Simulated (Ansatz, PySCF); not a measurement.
Species: C2H4NO, charge 0, doublet. C2H4NO (SMILES CC([NH])=O, doublet).
B3LYP-D3(BJ)/def2-TZVP minimum from Ansatz (a first-principles code):
```xyz
8

O      0.4806     1.2318     0.0712
C      0.0856     0.0703    -0.0239
N      1.0063    -0.9284     0.1131
C     -1.3604    -0.3142    -0.1021
H     -1.9628     0.5531    -0.3620
H     -1.5017    -1.1086    -0.8366
H     -1.6814    -0.7025     0.8666
H      1.9064    -0.6339    -0.2739
```
Charge 0, spin multiplicity 2.

Atomisation energy term by term, kcal/mol (programs: Ansatz). Open shells are spin-unrestricted; no spin-orbit coupling. Cores are frozen in correlated methods. Rows without X2C or -DK are non-relativistic. CBS(X,Y): correlation extrapolated as X^-3, Hartree-Fock from the larger set. A bracket is a step between two methods taken in the basis named. 'core' is core correlation in cc-pwCVTZ, 'X2C' scalar relativity in cc-pVTZ-DK, both at CCSD(T). For partners of very few electrons the exact lower level stands in for a higher one. The UHF reference of C2H4NO (CC([NH])=O, doublet) is spin-contaminated (<S^2> up to 0.14 over the pure value in the sets run).

```csv
term,basis,kcal/mol
Hartree-Fock,cc-pVQZ,516.85
CCSD correlation,"CBS(cc-pVTZ,cc-pVQZ)",212.66
(T),"CBS(cc-pVTZ,cc-pVQZ)",15.99
CCSDT(Q) - CCSD(T),cc-pVDZ,1.79
core correlation,cc-pwCVTZ,3.00
scalar relativity,"X2C, cc-pVTZ-DK",-0.69
minus zero-point energy,Hessian by PySCF at B3LYP-D3(BJ)/def2-TZVP,-36.96
sum: D0,,712.6
```
